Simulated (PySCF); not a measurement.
Molecule: SMILES [Li][NH2], H₂LiN.

Structure with atom numbers: `[Li:1][NH2:2]` (H(Xn): hydrogen on atom n).

Spin–spin couplings on one PBE0-D3(BJ)/def2-SVP geometry, PySCF, gas phase, non-relativistic, equivalent pairs averaged; isotopes 15N, 1H, 7Li; basis pcJ-1.

Q: How do the couplings (Hz) change with the functional? Times are CPU seconds on shared hosts with different chips, so compare them loosely; the GGAs took longer than the global hybrids here, which isn't the general rule, and the cause wasn't traced.

A: 
```
functional  functions  1J(N2,H(N2))  1J(Li1,N2)  2J(H(N2),H(N2))  2J(Li1,H(N2))  core-s
        HF         58         -72.7       -53.1            -26.3            3.5    0.26
       LDA         58         -48.3       -45.6             -7.2            4.5    0.93
       PBE         58         -52.1       -49.1             -9.9            6.0     1.3
       KT2         58         -55.1       -48.9            -15.0            6.5     1.2
     B3LYP         58         -58.4       -51.5            -12.2            5.8    0.92
      PBE0         58         -54.9       -47.8            -12.2            5.3    0.86
     B97-2         58         -54.2       -47.1            -11.3            4.6    0.84
 BHandHLYP         58         -63.6       -52.3            -15.8            5.3    0.96
 CAM-B3LYP         58         -58.1       -52.2            -12.6            5.5     1.3
```
